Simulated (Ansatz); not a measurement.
**How far each method lies from full CI for HSiP, singlet**

Geometry: a point of a stretch scan, not a stationary point.

```
atom   x (Å)   y (Å)    z (Å)
  Si  0.0000  0.0000  -1.0419
   P  0.0000  0.0000  -2.9863
   H  0.0000  0.0000   4.0281
```

Basis 6-31G; Ansatz 0.2.0. Only valence electrons are correlated (noble-gas cores frozen), which leaves 10 electrons in 18 orbitals. R marks a restricted (for open shells ROHF) determinant, U an unrestricted one. Active spaces: pair = (2e, 2o) about the gap; valence = (10e, 9o) chosen from the atoms' valence shells.

Full CI is exact within this basis and frozen core; it isn't the basis-set limit. The frozen core follows each run's orbitals, which can shift R against U totals by a few meV.

Unrestricted rows (U) aren't spin-pure: their determinants' ⟨S²⟩ exceeds S(S+1) by up to 1.90, so they mix in states of higher spin.

```
UHF ⟨S²⟩                          : 1.903
T1 diagnostic (RCCSD)             : 0.0384
largest doubles amplitude (RCCSD) : 0.897
```

```csv
level,E − E(full CI) (mEh),share of correlation (%),wall time
RHF,315.57,0.00,–
UHF,122.35,61.23,–
RMP2,26.88,91.48,–
UMP2,51.32,83.74,–
CISD,72.97,76.88,2.5 s
RCCSD*,24.72,92.17,–
UCCSD,7.42,97.65,–
RCCSD(T)*,-14.77,104.68,20 s
UCCSD(T),3.53,98.88,23 s
BCCD(T)*,-15.57,104.93,11 s
RCCSDT*,2.68,99.15,–
UCCSDT,1.83,99.42,–
CISDTQ,7.95,97.48,12 s
RCCSDT(Q)*,-1.32,100.42,16 s
UCCSDT(Q),0.45,99.86,35 s
RCCSDTQ*,0.57,99.82,52 s
CASSCF (valence space),32.87,89.58,–
NEVPT2 (valence space),9.66,96.94,9 s
MRCISD (valence space),0.95,99.70,–
MRCISD+Q (valence space),0.11,99.97,13 s
```

An asterisk marks runs whose energy the program itself flagged as in doubt.

The correlation energy at full CI, counted from RHF, is -8.587 eV. That run took 6 min on 1 thread of Intel Xeon, shared host over 18,367,552 determinants.

Run but not shown, since their state or frozen core can't be matched to the reference's or they repeat it: CASSCF (pair space), NEVPT2 (pair space), MRCISD (pair space), MRCISD+Q (pair space).

Times hold each run's SCF and search for its determinant on a shared host, so for small cases they say little of a method's own cost; they ran on 1 thread of Intel Xeon.

Not variational, and here over 5 meV under the exact energy: RCCSD(T), BCCD(T), RCCSDT(Q).

The full-CI state has the irrep A1 of C2v, in the program's axes (one component, if the state is degenerate).

Natural occupations of full CI about the gap: 1.983 1.919 1.891 1.891 1.040 0.986 0.111 0.111 0.028 0.010; effectively unpaired electrons, Σ n²(2−n)², 2.20. No single determinant describes this state well, so single-reference rows can miss without a flag.
